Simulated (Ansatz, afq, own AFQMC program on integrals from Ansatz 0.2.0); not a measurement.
# SiNH₂ (quartet): AFQMC on the coupled-cluster ladder at distance Si1–N2 = 3.272 Å, cc-pVDZ

Aim: compute SiNH₂ (quartet) with auxiliary-field quantum Monte Carlo on the same integrals as coupled cluster, and set the energies side by side.

Program: Ansatz 0.2.0, Gaussian basis, and an in-house AFQMC program (afq) on its integrals; all values are calculated. Level of theory: cc-pVDZ, frozen cores. These are calculated values, not measurements.

Plan: PBE (unrestricted); r2SCAN (unrestricted); PBE0 (unrestricted); B3LYP (unrestricted); wB97M-V (unrestricted); B2PLYP (unrestricted); CCSD(T) on UHF; CCSDT(Q) on UHF; Phaseless AFQMC, CISD trial on UHF; Phaseless AFQMC, single-determinant trial on UHF.

**1. The geometry**

The geometry derives from a PBE0/def2-TZVP stationary point (not a proven minimum). One bond is set to the value named and the two fragments are kept rigid.

4 atoms, charge 0, spin multiplicity 4.

Atoms are counted from 1 here; the program's logs count them from 0.

Bond lengths: Si1–H3 1.495 Å, N2–H4 1.024 Å.

**2. PBE (unrestricted)**

Input file in.yaml:

```yaml
crystal:
  periodic: [false, false, false]
  atoms:
    - {symbol: Si, position_ang: [0.036290, -0.172583, 1.096879]}
    - {symbol: N, position_ang: [-0.139230, 0.277700, -2.139233]}
    - {symbol: H, position_ang: [0.292464, 1.114075, 1.813733]}
    - {symbol: H, position_ang: [0.631135, -0.164194, -2.649900]}
basis:
  gaussian: {orbitals: cc-pVDZ}
magnetization: {spin_polarized: true, initial_magnetization: 3}
hamiltonian: {xc: {name: PBE}}
output: {orbitals: {seedname: orbitals}}
```

Started as:

```sh
$ ansatz run in.yaml --threads 1 --pin off --events-out ev --progress --plain --max-ram 1382MiB
```

Output:

```text
Functional definition: PBE
  name "PBE"
  cite "Perdew, Burke & Ernzerhof, Phys. Rev. Lett. 77, 3865 (1996) doi:10.1103/PhysRevLett.77.3865"
  parent pbe
  parameter kappa = 0.804
  parameter beta = 0.06672455060314922
  exchange = pbe_x(kappa = kappa, mu = beta*pi^2/3)
  correlation = pbe_c(beta = beta)
412 factors; integrals over basis functions are off by at most 8.9e-4 eV
mean field evaluation 1: about -9381.4014 eV, gradient 3.0e1 eV
mean field evaluation 2: about -9283.3009 eV, gradient 7.4e1 eV
mean field evaluation 4: about -9386.5804 eV, gradient 9.7e0 eV
mean field evaluation 8: about -9387.5437 eV, gradient 3.0e-1 eV
mean field evaluation 16: about -9387.5437 eV, gradient 6.9e-4 eV
mean field evaluation 32: about -9377.8699 eV, gradient 2.3e1 eV
mean field -9387.54367905 eV, -344.9858670995 hartree, gradient 5.5e-6 eV, S^2 3.765865; 8 other end points of the search recorded, 0 dependent functions left out
reference -9387.54370914 eV, -344.9858682053 hartree; 13, 10 occupied and 29, 32 virtual orbitals, 412 factors
Total energy: -9387.54370914 eV, -344.9858682053 hartree
```

Run time: 2.4 s. Hardware: 1 thread of Arm Neoverse V1, shared host.

From the report: ⟨S²⟩ of the determinant 3.766 (pure quartet: 3.75).

**3. r2SCAN (unrestricted)**

in.yaml, as its differences from that of step 2:

```diff
@@ -10,3 +10,2 @@
 magnetization: {spin_polarized: true, initial_magnetization: 3}
-hamiltonian: {xc: {name: PBE}}
-output: {orbitals: {seedname: orbitals}}
+hamiltonian: {xc: {name: r2SCAN}}
```

The command is unchanged.

Output, cut to the lines that bear on the results:

```text
Functional definition: r2SCAN
  name "r2SCAN"
  cite "Furness, Kaplan, Ning, Perdew & Sun, J. Phys. Chem. Lett. 11, 8208 (2020) doi:10.1021/acs.jpclett.0c02405"
  cite "Furness, Kaplan, Ning, Perdew & Sun, J. Phys. Chem. Lett. 11, 9248 (2020) doi:10.1021/acs.jpclett.0c03077"
  parent r2scan
[...]
412 factors; integrals over basis functions are off by at most 8.9e-4 eV
[...]
mean field -9392.01758201 eV, -345.1502800007 hartree, gradient 1.3e-5 eV, S^2 3.784048; 5 other end points of the search recorded, 0 dependent functions left out
reference -9392.01759176 eV, -345.1502803590 hartree; 13, 10 occupied and 29, 32 virtual orbitals, 412 factors
Total energy: -9392.01759176 eV, -345.1502803590 hartree
```

It took 4.2 s on 1 thread of Arm Neoverse V1, shared host.

From the report: ⟨S²⟩ of the determinant 3.784 (pure quartet: 3.75).

**4. PBE0 (unrestricted)**

in.yaml, as its differences from that of step 3:

```diff
@@ -10,2 +10,3 @@
 magnetization: {spin_polarized: true, initial_magnetization: 3}
-hamiltonian: {xc: {name: r2SCAN}}
+hamiltonian: {xc: {name: PBE0}}
+output: {orbitals: {seedname: orbitals}}
```

The command is unchanged.

Output, cut to the lines that bear on the results:

```text
Functional definition: PBE0
  name "PBE0"
  cite "Adamo & Barone, J. Chem. Phys. 110, 6158 (1999) doi:10.1063/1.478522"
  cite "Perdew, Burke & Ernzerhof, Phys. Rev. Lett. 77, 3865 (1996) doi:10.1103/PhysRevLett.77.3865"
  parent pbe
[...]
412 factors; integrals over basis functions are off by at most 8.9e-4 eV
[...]
mean field -9388.57392195 eV, -345.0237278277 hartree, gradient 7.3e-6 eV, S^2 3.767502; 4 other end points of the search recorded, 0 dependent functions left out
reference -9388.57394405 eV, -345.0237286399 hartree; 13, 10 occupied and 29, 32 virtual orbitals, 412 factors
Total energy: -9388.57394405 eV, -345.0237286399 hartree
```

Wall time 2.8 s (1 thread of Arm Neoverse V1, shared host).

From the report: ⟨S²⟩ of the determinant 3.768 (pure quartet: 3.75).

**5. B3LYP (unrestricted)**

in.yaml, as its differences from that of step 4:

```diff
@@ -10,3 +10,2 @@
 magnetization: {spin_polarized: true, initial_magnetization: 3}
-hamiltonian: {xc: {name: PBE0}}
-output: {orbitals: {seedname: orbitals}}
+hamiltonian: {xc: {name: B3LYP}}
```

Same command.

Output, cut to the lines that bear on the results:

```text
Functional definition: B3LYP
  name "B3LYP"
  cite "Stephens, Devlin, Chabalowski & Frisch, J. Phys. Chem. 98, 11623 (1994) doi:10.1021/j100096a001"
  cite "Becke, Phys. Rev. A 38, 3098 (1988) doi:10.1103/PhysRevA.38.3098"
  cite "Lee, Yang & Parr, Phys. Rev. B 37, 785 (1988) doi:10.1103/PhysRevB.37.785"
  cite "Vosko, Wilk & Nusair, Can. J. Phys. 58, 1200 (1980) doi:10.1139/p80-159"
[...]
412 factors; integrals over basis functions are off by at most 8.9e-4 eV
[...]
mean field -9394.28449425 eV, -345.2335874888 hartree, gradient 1.0e-5 eV, S^2 3.763323; 4 other end points of the search recorded, 0 dependent functions left out
reference -9394.28469554 eV, -345.2335948862 hartree; 13, 10 occupied and 29, 32 virtual orbitals, 412 factors
Total energy: -9394.28469554 eV, -345.2335948862 hartree
```

Wall time 2.5 s (1 thread of Arm Neoverse V1, shared host).

From the report: ⟨S²⟩ of the determinant 3.763 (pure quartet: 3.75).

**6. wB97M-V (unrestricted)**

in.yaml, as its differences from that of step 5:

```diff
@@ -10,2 +10,3 @@
 magnetization: {spin_polarized: true, initial_magnetization: 3}
-hamiltonian: {xc: {name: B3LYP}}
+hamiltonian: {xc: {name: wB97M-V}}
+output: {orbitals: {seedname: orbitals}}
```

Launched as before.

Output, cut to the lines that bear on the results:

```text
Functional definition: wB97M-V
  name "wB97M-V"
  cite "Mardirossian & Head-Gordon, J. Chem. Phys. 144, 214110 (2016) doi:10.1063/1.4952647"
  cite "Becke, J. Chem. Phys. 107, 8554 (1997) doi:10.1063/1.475007"
  cite "Vydrov & Van Voorhis, J. Chem. Phys. 133, 244103 (2010) doi:10.1063/1.3521275"
  # Of w^i u^j: cxij and so on, Table III.
[...]
  gx(w, u) = 1 - cx + cx01*u + cx10*w
  gss(w, u) = css00 + css04*u^4 + css10*w + css20*w^2 + css43*w^4*u^3
  gos(w, u) = cos00 + cos10*w + (cos20 + cos21*u)*w^2 + (cos60 + cos61*u)*w^6
[...]
      + integral(e_c_pw_mod_opposite_spin*gos(b97_w_opposite, b97_u_opposite)) + vv10(b, c)
412 factors; integrals over basis functions are off by at most 8.9e-4 eV
133 factors; integrals over basis functions are off by at most 1.2e-5 eV
[...]
mean field -9392.38931175 eV, -345.1639408166 hartree, gradient 1.1e-5 eV, S^2 3.758395; 2 other end points of the search recorded, 0 dependent functions left out
reference -9392.38934448 eV, -345.1639420193 hartree; 13, 10 occupied and 29, 32 virtual orbitals, 412 factors
Total energy: -9392.38934448 eV, -345.1639420193 hartree
```

It took 11 s on 1 thread of Arm Neoverse V1, shared host.

From the report: ⟨S²⟩ of the determinant 3.758 (pure quartet: 3.75).

**7. B2PLYP (unrestricted)**

in.yaml, as its differences from that of step 6:

```diff
@@ -10,3 +10,3 @@
 magnetization: {spin_polarized: true, initial_magnetization: 3}
-hamiltonian: {xc: {name: wB97M-V}}
-output: {orbitals: {seedname: orbitals}}
+hamiltonian: {xc: {name: B2PLYP}}
+correlation: {electrons: outside_noble_gas}
```

Same command.

Output, cut to the lines that bear on the results:

```text
Functional definition: B2PLYP
  name "B2PLYP"
  cite "Grimme, J. Chem. Phys. 124, 034108 (2006) doi:10.1063/1.2148954"
  cite "Becke, Phys. Rev. A 38, 3098 (1988) doi:10.1103/PhysRevA.38.3098"
  cite "Lee, Yang & Parr, Phys. Rev. B 37, 785 (1988) doi:10.1103/PhysRevB.37.785"
[...]
412 factors; integrals over basis functions are off by at most 8.9e-4 eV
[...]
mean field -9387.28588276 eV, -344.9763932607 hartree, gradient 4.4e-6 eV, S^2 3.769353; 4 other end points of the search recorded, 0 dependent functions left out
6 core orbitals not correlated: weight in the atoms' cores, before any rotation towards them, 1.000 or more for the frozen orbitals, at most 0.000 for the correlated occupied ones
reference -9387.28600886 eV, -344.9763978948 hartree; 7, 4 occupied and 29, 32 virtual orbitals, 412 factors
second order -5.73181955 eV of doubles, -0.00000000 eV of singles
Total energy: -9388.83360014 eV, -345.0332708253 hartree
```

Run time: 2.8 s. Hardware: 1 thread of Arm Neoverse V1, shared host.

From the report: ⟨S²⟩ of the determinant 3.769 (pure quartet: 3.75).

**8. CCSD(T) on UHF**

in.yaml, as its differences from that of step 7:

```diff
@@ -10,3 +10,2 @@
 magnetization: {spin_polarized: true, initial_magnetization: 3}
-hamiltonian: {xc: {name: B2PLYP}}
-correlation: {electrons: outside_noble_gas}
+correlation: {method: ccsd_t, electrons: outside_noble_gas, hamiltonian_folder: ham}
```

Same command.

Output, cut to the lines that bear on the results:

```text
Functional definition: HF
  name "HF"
  cite "Fock, Z. Phys. 61, 126 (1930) doi:10.1007/BF01340294"
  parent pbe
[...]
412 factors; integrals over basis functions are off by at most 8.9e-4 eV
[...]
mean field -9371.54422212 eV, -344.3978979022 hartree, gradient 3.1e-6 eV, S^2 3.800198; 15 other end points of the search recorded, 0 dependent functions left out
determinant -9371.54422212 eV, -344.3978979022 hartree, with singles and doubles -9377.33949920 eV, -344.6108704067 hartree
determinant -9371.30088283 eV, -344.3889553479 hartree, with singles and doubles -9377.11258367 eV, -344.6025314146 hartree
determinant -9369.66527598 eV, -344.3288479050 hartree, with singles and doubles -9375.12867330 eV, -344.5296240533 hartree
determinant -9369.46231320 eV, -344.3213891606 hartree, with singles and doubles -9374.89320973 eV, -344.5209709269 hartree
[...]
determinant -9369.01716729 eV, -344.3050303498 hartree, with singles and doubles -9374.83052086 eV, -344.5186671533 hartree
determinant -9369.00744296 eV, -344.3046729874 hartree, with singles and doubles -9374.74706440 eV, -344.5156001851 hartree
determinant -9371.54422212 eV, -344.3978979022 hartree, with singles and doubles -9377.34070369 eV, -344.6109146708 hartree
determinant -9371.30088283 eV, -344.3889553479 hartree, with singles and doubles -9377.11564066 eV, -344.6026437570 hartree
6 core orbitals not correlated: weight in the atoms' cores, before any rotation towards them, 1.000 or more for the frozen orbitals, at most 0.000 for the correlated occupied ones
reference -9371.54422212 eV, -344.3978979022 hartree; 7, 4 occupied and 29, 32 virtual orbitals, 412 factors
second order -4.60876268 eV of doubles, -0.00000000 eV of singles
cycle   1  -5.79648024 eV  change    1.3e-6 eV  update   4.5e-6
perturbative correction -0.09233365 eV, -0.0033931989 hartree
Total energy: -9377.43303601 eV, -344.6143078211 hartree
```

It took 6 s on 1 thread of Arm Neoverse V1, shared host.

From the report: ⟨S²⟩ of the determinant 3.800 (pure quartet: 3.75); correlation -5.8888 eV; T1 0.019; largest double amplitude 0.08.

This run also writes the integrals to the folder ham.

**9. CCSDT(Q) on UHF**

in.yaml, as its differences from that of step 8:

```diff
@@ -10,2 +10,2 @@
 magnetization: {spin_polarized: true, initial_magnetization: 3}
-correlation: {method: ccsd_t, electrons: outside_noble_gas, hamiltonian_folder: ham}
+correlation: {method: ccsdt_q, electrons: outside_noble_gas}
```

Launched as before.

Output, cut to the lines that bear on the results:

```text
Functional definition: HF
  name "HF"
  cite "Fock, Z. Phys. 61, 126 (1930) doi:10.1007/BF01340294"
  parent pbe
[...]
759 factors; integrals over basis functions are off by at most 1.7e-7 eV
[...]
mean field -9371.54429982 eV, -344.3979007575 hartree, gradient 3.1e-6 eV, S^2 3.800191; 15 other end points of the search recorded, 0 dependent functions left out
determinant -9371.54429982 eV, -344.3979007575 hartree, with singles and doubles -9377.33958669 eV, -344.6108736217 hartree
determinant -9371.30095531 eV, -344.3889580119 hartree, with singles and doubles -9377.11266364 eV, -344.6025343534 hartree
determinant -9369.66535821 eV, -344.3288509270 hartree, with singles and doubles -9375.12873715 eV, -344.5296263999 hartree
determinant -9369.46240709 eV, -344.3213926107 hartree, with singles and doubles -9374.89328936 eV, -344.5209738531 hartree
[...]
determinant -9369.00753926 eV, -344.3046765265 hartree, with singles and doubles -9374.74715409 eV, -344.5156034809 hartree
determinant -9371.54429982 eV, -344.3979007575 hartree, with singles and doubles -9377.34079139 eV, -344.6109178937 hartree
determinant -9371.30095531 eV, -344.3889580119 hartree, with singles and doubles -9377.11572108 eV, -344.6026467124 hartree
6 core orbitals not correlated: weight in the atoms' cores, before any rotation towards them, 1.000 or more for the frozen orbitals, at most 0.000 for the correlated occupied ones
reference -9371.54429982 eV, -344.3979007575 hartree; 7, 4 occupied and 29, 32 virtual orbitals, 759 factors
second order -4.60879265 eV of doubles, -0.00000000 eV of singles
cycle   1  -5.43496207 eV  change   -8.3e-1 eV  update   7.4e-2
[...]
cycle  46  -5.91285358 eV  change    9.7e-9 eV  update   1.2e-6
perturbative correction -0.00469494 eV, -0.0001725360 hartree
Total energy: -9377.46184835 eV, -344.6153666548 hartree
```

Wall time 71 s (1 thread of Arm Neoverse V1, shared host); peak memory 0.32 GiB.

From the report: ⟨S²⟩ of the determinant 3.800 (pure quartet: 3.75); correlation -5.9175 eV; T1 0.020; largest double amplitude 0.08.

**10. Phaseless AFQMC, CISD trial on UHF**

It reads the integrals that the CCSD(T) run on this determinant wrote.

Started as:

```sh
$ afq ham --method phaseless --trial cisd --walkers 60 --populations 1 --least-time 40 --time-step 0.005 --steps-per-block 50 --equilibration-blocks 40 --max-blocks 300 --target-error 0.0008 --factor-cut 1e-05 --start spin_pure --seed 6510 --release-times 0.24,0.51,0.99,1.62,2.4 --release-step 0.03 --release-every 4 --taylor-order 6
```

Output:

```text
orbitals 36  electrons 7 4  factors 247 of 412
reference energy -344.39789790 Eh
CCSD correlation -0.21301646 Eh in 21 cycles, weight of the determinant in the CISD state 0.8832
energy of the start -344.608922 Eh
 block  time / (1/Eh)  mean weight  energy / Eh
     1     0.250  0.9993  -344.607247
     2     0.500  1.0004  -344.608596
     3     0.750  1.0019  -344.609069
     4     1.000  1.0024  -344.612217
     5     1.250  1.0008  -344.614245
     6     1.500  0.9986  -344.610911
     7     1.750  1.0003  -344.611578
     8     2.000  0.9993  -344.612391
     9     2.250  1.0025  -344.616717
    10     2.500  0.9984  -344.615541
    11     2.750  0.9989  -344.613619
    16     4.000  0.9991  -344.616977
    21     5.250  1.0015  -344.616103
    26     6.500  1.0014  -344.612893
    31     7.750  0.9999  -344.613675
    36     9.000  1.0013  -344.614762
    41    10.250  0.9997  -344.613381
    46    11.500  1.0003  -344.616894
    51    12.750  0.9994  -344.611867
    56    14.000  1.0004  -344.616818
    61    15.250  0.9972  -344.618862
    66    16.500  0.9985  -344.611790
    71    17.750  1.0003  -344.615320
    76    19.000  0.9984  -344.614157
    81    20.250  1.0016  -344.613483
    86    21.500  1.0012  -344.612984
    91    22.750  0.9986  -344.612571
    96    24.000  1.0011  -344.610693
   101    25.250  0.9996  -344.614929
   106    26.500  0.9975  -344.615972
   111    27.750  0.9991  -344.611896
   116    29.000  1.0006  -344.612453
   121    30.250  0.9989  -344.613840
   126    31.500  1.0014  -344.615564
   131    32.750  1.0006  -344.611454
   136    34.000  0.9970  -344.617366
   141    35.250  1.0020  -344.616065
   146    36.500  0.9988  -344.613746
   151    37.750  0.9995  -344.614202
   156    39.000  1.0008  -344.619097
   161    40.250  0.9997  -344.610115
   166    41.500  0.9981  -344.615283
   171    42.750  1.0029  -344.615099
   176    44.000  1.0011  -344.614944
   181    45.250  0.9968  -344.613415
   186    46.500  1.0002  -344.613083
   191    47.750  1.0008  -344.609840
   196    49.000  0.9989  -344.613076
blocks merged  error / Eh  count
     1  0.000231  160
     2  0.000277  80
     4  0.000322  40
     8  0.000358  20
    16  0.000342  10
released: time / (1/Eh)  energy / Eh  error  mean overlap
  0.24  -344.615226  0.000477  0.9964
  0.51  -344.615163  0.000440  0.9998
  0.99  -344.614967  0.000327  1.0036
  1.62  -344.616120  0.000468  0.9969
  2.40  -344.616118  0.000578  0.9948
energy -344.614606 +/- 0.000358 Eh
```

Run time: 4.5 min. Hardware: 1 thread of Arm Neoverse V1, shared host.

Energy -9377.4412 ± 0.0098 eV. Caveats: constraint bias not in the error.

**11. Phaseless AFQMC, single-determinant trial on UHF**

It reads the integrals that the CCSD(T) run on this determinant wrote.

Started as:

```sh
$ afq ham --method phaseless --trial hf --walkers 120 --populations 1 --least-time 40 --time-step 0.005 --steps-per-block 20 --equilibration-blocks 160 --max-blocks 600 --target-error 0.0024000000000000002 --factor-cut 1e-05 --start spin_pure --seed 2706 --taylor-order 6
```

Output:

```text
orbitals 36  electrons 7 4  factors 247 of 412
reference energy -344.39789790 Eh
CCSD correlation -0.21301646 Eh in 21 cycles, weight of the determinant in the CISD state 0.8832
energy of the start -344.398781 Eh
 block  time / (1/Eh)  mean weight  energy / Eh
     1     0.100  1.0016  -344.442501
     2     0.200  0.9998  -344.473322
     3     0.300  1.0001  -344.500537
     4     0.400  1.0019  -344.506664
     5     0.500  1.0006  -344.520810
     6     0.600  1.0003  -344.532744
     7     0.700  1.0012  -344.563781
     8     0.800  0.9998  -344.569709
     9     0.900  1.0013  -344.581847
    10     1.000  1.0004  -344.598503
    15     1.500  1.0020  -344.578933
    29     2.900  1.0000  -344.598679
    43     4.300  0.9996  -344.611894
    57     5.700  0.9976  -344.602620
    71     7.100  1.0000  -344.597862
    85     8.500  1.0009  -344.610975
    99     9.900  1.0016  -344.616804
   113    11.300  0.9993  -344.622203
   127    12.700  0.9990  -344.624023
   141    14.100  1.0009  -344.605337
   155    15.500  0.9973  -344.623292
   169    16.900  0.9993  -344.619601
   183    18.300  1.0017  -344.629778
   197    19.700  1.0019  -344.608847
   211    21.100  0.9989  -344.622918
   225    22.500  0.9978  -344.630078
   239    23.900  0.9986  -344.591379
   253    25.300  1.0023  -344.618900
   267    26.700  0.9992  -344.628048
   281    28.100  0.9999  -344.609823
   295    29.500  0.9995  -344.590584
   309    30.900  1.0008  -344.608319
   323    32.300  0.9988  -344.620486
   337    33.700  1.0006  -344.606023
   351    35.100  0.9984  -344.619003
   365    36.500  0.9988  -344.600099
   379    37.900  0.9981  -344.629671
   393    39.300  0.9996  -344.606477
   407    40.700  0.9991  -344.609913
   421    42.100  0.9989  -344.586130
   435    43.500  1.0002  -344.594608
   449    44.900  1.0013  -344.613448
   463    46.300  0.9987  -344.631181
   477    47.700  1.0002  -344.620799
   491    49.100  1.0021  -344.607416
   505    50.500  0.9984  -344.602678
   519    51.900  1.0009  -344.602490
   533    53.300  1.0003  -344.591112
   547    54.700  0.9985  -344.612597
blocks merged  error / Eh  count
     1  0.000811  400
     2  0.001077  200
     4  0.001428  100
     8  0.001796  50
    16  0.001995  25
    32  0.001497  12
energy -344.612482 +/- 0.001995 Eh
```

Wall time 3.9 min (1 thread of Arm Neoverse V1, shared host).

Energy -9377.3833 ± 0.0543 eV. Caveats: constraint bias not in the error.

**12. AFQMC on the ladder**

On the UHF determinant, counted from CCSDT(Q) (a yardstick, not exact):

```tsv
level	energy (eV)	from CCSDT(Q) (meV)	statistical error (meV)	time
HF	-9371.5442	+5917.6		
MP2	-9376.1530	+1308.9		
CCSD	-9377.3407	+121.1		
CCSD(T)	-9377.4330	+28.8		
CCSDT(Q)	-9377.4618	0.0		
Phaseless AFQMC, CISD trial, step 0.005, 60 walkers	-9377.4412	+20.7	9.8	4.5 min
Phaseless AFQMC, single-determinant trial, step 0.005, 120 walkers	-9377.3833	+78.5	54.3	3.9 min
```

The functionals' totals stand on their own zeros and serve differences with other points: PBE -9387.544 eV; r2SCAN -9392.018 eV; PBE0 -9388.574 eV; B3LYP -9394.285 eV; wB97M-V -9392.389 eV; B2PLYP -9388.834 eV.

**13. Outcome**

| quantity | value |
| --- | --- |
| CCSD(T) on UHF from CCSDT(Q) | +28.8 meV |
| Phaseless AFQMC, CISD trial on UHF from CCSDT(Q) | +20.7 ± 9.8 meV |
| Phaseless AFQMC, single-determinant trial on UHF from CCSDT(Q) | +78.5 ± 54.3 meV |

**Reading.** On UHF the phaseless walk with the CISD trial lies +20.7 meV from CCSDT(Q), within three error bars. Error bars are statistical and leave out the constraint, the time step and what remains of the start.
